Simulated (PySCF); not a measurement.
**CISD/STO-3G run of PH2F (phosphinous fluoride(8ci,9ci))**

Aim: the vertical ionisation energy of PH2F (phosphinous fluoride(8ci,9ci)) at CISD/STO-3G, from 2 runs. 

The calculation is run with PySCF 2.14.0.

10 further runs of the same task are left out: 1 that didn't finish, 9 set aside as unsound or not needed.

### 1 Starting point

The species is PH2F (4 atoms), meant as a singlet with charge 0. As SMILES, `FP`. Geometry: relaxed at GFN2-xTB.

Bond lengths: F1–P2 1.632 Å, P2–H3 1.406 Å, P2–H4 1.406 Å. Angles: F1–P2–H3 93.5°, F1–P2–H4 93.5°, H3–P2–H4 91.6°.

### 2 The energy at CISD/STO-3G

Contents of calc.py:

```python
# phosphinous fluoride(8ci,9ci)
from pyscf import gto, ci

molecule = gto.M(
    atom='F 1.160540 0.668850 -0.222660; P -0.072030 -0.369080 -0.479670; H -1.053910 0.574260 -0.129560; H -0.034600 -0.874030 0.831900',
    verbose=4,
    charge=0,
    spin=0,
    max_memory=1860,
    basis='sto-3g',
)

mf = molecule.RHF()
mf.conv_tol = 1e-10
mf.kernel()
if not mf.converged:
    mf = mf.newton().run(mf.mo_coeff, mf.mo_occ)

cisd = ci.CISD(mf, frozen=6)
cisd.kernel()
etot = cisd.e_tot
print('E(%s) = %.9f' % ('CISD', etot))
```

On the command line:

```bash
$ OMP_NUM_THREADS=1 python calc.py
```

The log of the run:

```text
PySCF version 2.14.0

[INPUT] num. atoms = 4
[INPUT] num. electrons = 26
[INPUT] charge = 0
[INPUT] spin (= nelec alpha-beta = 2S) = 0
[INPUT] symmetry False subgroup None
[INPUT] Mole.unit = angstrom
[INPUT] Symbol           X                Y                Z      unit          X                Y                Z       unit  Magmom
[INPUT]  1 F      1.160540000000   0.668850000000  -0.222660000000 AA    2.193102756603   1.263943318415  -0.420766418896 Bohr   0.0
[INPUT]  2 P     -0.072030000000  -0.369080000000  -0.479670000000 AA   -0.136116972752  -0.697460118054  -0.906444930170 Bohr   0.0
[INPUT]  3 H     -1.053910000000   0.574260000000  -0.129560000000 AA   -1.991601259940   1.085194124293  -0.244832916699 Bohr   0.0
[INPUT]  4 H     -0.034600000000  -0.874030000000   0.831900000000 AA   -0.065384523910  -1.651677324654   1.572063163026 Bohr   0.0

nuclear repulsion = 59.6290175704312
number of shells = 10
number of NR pGTOs = 48
number of NR cGTOs = 16
basis = sto-3g
ecp = {}

******** <class 'pyscf.scf.hf.RHF'> ********
method = RHF
initial guess = minao
damping factor = 0
level_shift factor = 0
DIIS = <class 'pyscf.scf.diis.CDIIS'>
diis_start_cycle = 1
diis_space = 8
diis_damp = 0
SCF conv_tol = 1e-10
SCF conv_tol_grad = None
SCF max_cycles = 50
direct_scf = True
direct_scf_tol = 1e-13
Set gradient conv threshold to 1e-05
Initial guess from minao.
init E= -435.733025199131
  HOMO = -0.257114084765669  LUMO = 0.183885474850978  gap/eV = 12.00021
cycle= 1 E= -436.033822091044  delta_E= -0.301  |g|= 0.287  |ddm|= 2.24
  HOMO = -0.248745868921444  LUMO = 0.41501042723961  gap/eV = 18.06173
cycle= 2 E= -436.083572003134  delta_E= -0.0497  |g|= 0.0556  |ddm|= 0.666
  HOMO = -0.297336667134772  LUMO = 0.418571944285825  gap/eV = 19.48087
cycle= 3 E= -436.085193662676  delta_E= -0.00162  |g|= 0.0172  |ddm|= 0.105
  HOMO = -0.301602832118674  LUMO = 0.416956800108268  gap/eV = 19.55300
cycle= 4 E= -436.085427155164  delta_E= -0.000233  |g|= 0.00213  |ddm|= 0.0552
  HOMO = -0.300652197022936  LUMO = 0.417699945806092  gap/eV = 19.54736
cycle= 5 E= -436.085430679179  delta_E= -3.52e-06  |g|= 0.000281  |ddm|= 0.00688
  HOMO = -0.300665935916572  LUMO = 0.417717348088884  gap/eV = 19.54820
cycle= 6 E= -436.085430741864  delta_E= -6.27e-08  |g|= 6.22e-05  |ddm|= 0.000829
  HOMO = -0.300663936688266  LUMO = 0.417705300296986  gap/eV = 19.54782
cycle= 7 E= -436.085430746514  delta_E= -4.65e-09  |g|= 1.64e-05  |ddm|= 0.000257
  HOMO = -0.300661561050438  LUMO = 0.417710167100224  gap/eV = 19.54789
cycle= 8 E= -436.085430746825  delta_E= -3.11e-10  |g|= 2.89e-06  |ddm|= 7.06e-05
  HOMO = -0.300661370282922  LUMO = 0.417709201813611  gap/eV = 19.54786
cycle= 9 E= -436.085430746832  delta_E= -7.33e-12  |g|= 2.92e-07  |ddm|= 1.17e-05
  HOMO = -0.300661451595902  LUMO = 0.417709365775821  gap/eV = 19.54787
Extra cycle  E= -436.085430746833  delta_E= -2.84e-13  |g|= 1.15e-07  |ddm|= 6.08e-07
converged SCF energy = -436.085430746833

******** <class 'pyscf.ci.cisd.RCISD'> ********
CISD nocc = 7, nmo = 10
frozen orbitals 6
max_cycle = 50
direct = 0
conv_tol = 1e-09
max_cycle = 50
max_space = 12
lindep = 0
nroots = 1
Init t2, MP2 energy = -0.0521094324113339
RCISD converged
E(RCISD) = -436.1580082194378  E_corr = -0.0725774726052677
E(CISD) = -436.158008219
```

It took 0.63 s on 1 thread of Arm Neoverse V2, shared host; peak memory 0.12 GiB.

### 3 The doublet cation at the same level

Contents of start.xyz:

```xyz
4

F      1.160540     0.668850    -0.222660
P     -0.072030    -0.369080    -0.479670
H     -1.053910     0.574260    -0.129560
H     -0.034600    -0.874030     0.831900
```

Contents of input.py:

```python
from pyscf import gto, ci

mol = gto.M(
    atom='start.xyz',
    verbose=3,
    spin=1,
    max_memory=1860,
    charge=1,
    basis='sto-3g',
)

mf = mol.UHF()
mf.conv_tol = 1e-10
mf.kernel()
if not mf.converged:
    mf = mf.newton().run(mf.mo_coeff, mf.mo_occ)

cisd = ci.CISD(mf, frozen=6)
cisd.kernel()
energy = cisd.e_tot
print(f'total energy: {energy:.8f} hartree')
```

On the command line:

```bash
$ OMP_NUM_THREADS=1 python input.py
```

The log of the run:

```text
converged SCF energy = -435.805465325443  <S^2> = 0.78906944  2S+1 = 2.0386951
E(UCISD) = -435.8969068854048  E_corr = -0.09144155996139552
total energy: -435.89690689 hartree
```

It took 0.68 s on 1 thread of Arm Neoverse V2, shared host; peak memory 0.12 GiB.

### 4 What came out

Level: CISD/STO-3G, 6 core orbitals frozen.

```
                                                                  quantity          value
                                                singlet PH2F: total energy  -436.15801 Eh
                        singlet PH2F: dipole moment (Hartree–Fock density)         1.02 D
                         singlet PH2F: HOMO energy (Hartree–Fock orbitals)       -8.18 eV
                         singlet PH2F: LUMO energy (Hartree–Fock orbitals)       11.37 eV
                       singlet PH2F: HOMO–LUMO gap (Hartree–Fock orbitals)       19.55 eV
                 singlet PH2F: correlation energy (6 core orbitals frozen)      -72.6 mEh
                                              doublet cation: total energy  -435.89691 Eh
doublet cation: HOMO energy (Hartree–Fock orbitals) (highest over α and β)      -19.63 eV
 doublet cation: LUMO energy (Hartree–Fock orbitals) (lowest over α and β)       -6.90 eV
               doublet cation: correlation energy (6 core orbitals frozen)      -91.4 mEh
                         doublet cation: ⟨S²⟩ of the reference determinant          0.789
                        vertical ionisation energy (to the doublet cation)       7.105 eV
```

**Reading.** Removing an electron at fixed nuclei costs 7.10 eV (686 kJ/mol). In a minimal basis such a difference can be off by several eV, whatever the method. Mulliken charges (doublet cation) of the mean-field density run from -0.03 on F1 to +0.91 on P2.
